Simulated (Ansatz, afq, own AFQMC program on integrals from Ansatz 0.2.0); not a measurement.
# N, quartet → N⁺, triplet, worked out

A free N atom.

Both states at this geometry.

Basis cc-pVQZ. Only valence electrons are correlated. Ansatz 0.2.0 and our own AFQMC program on the same integrals; the CISD trial comes from CCSD amplitudes, and released means the phaseless constraint is let go. Uncertainties: one standard error, sampling alone.

Total energies in eV. CBS is CCSD(T) at the limit of def2-TZVPP/QZVPP (extrapolated itself); the highest rung of each member is named.

Cautions: N (quartet): full CI with its own frozen core; N⁺ (triplet): full CI with its own frozen core.

```tsv
member	count	CCSD(T)/cc-pVQZ	highest rung in cc-pVQZ	which	CCSD(T)/CBS
N⁺, triplet	+1	-1469.2087	-1469.2133	FCI	-1469.3298
N, quartet	-1	-1483.6960	-1483.7012	FCI	-1483.8573
```

**Question.** Work out the best estimate of the vertical ionization energy: the CCSD(T)/CBS difference plus the step from CCSD(T) to the highest rung.

**Answer.** Sums with the counts: CCSD(T)/CBS 14.5275 eV, highest rung 14.4879 eV, CCSD(T)/cc-pVQZ 14.4873 eV. The step is 14.4879 − 14.4873 = 0.0006 eV, so the best estimate is 14.5275 + (0.0006) = 14.5281 eV. The basis set is worth 0.040 eV of it. Zero-point, core-correlation and spin–orbit terms aren't in it.

Best estimates are given only where the step beyond CCSD(T) is under 0.3 eV and no member's determinant is very poor (T1 over 0.05, or 0.07 for open shells, ⟨S²⟩ too high by 0.3, two states mixed), so the hardest cases are missing from such tables.

Each member of a difference takes its own highest rung, so a best estimate needn't equal the limit plus the step of one row.
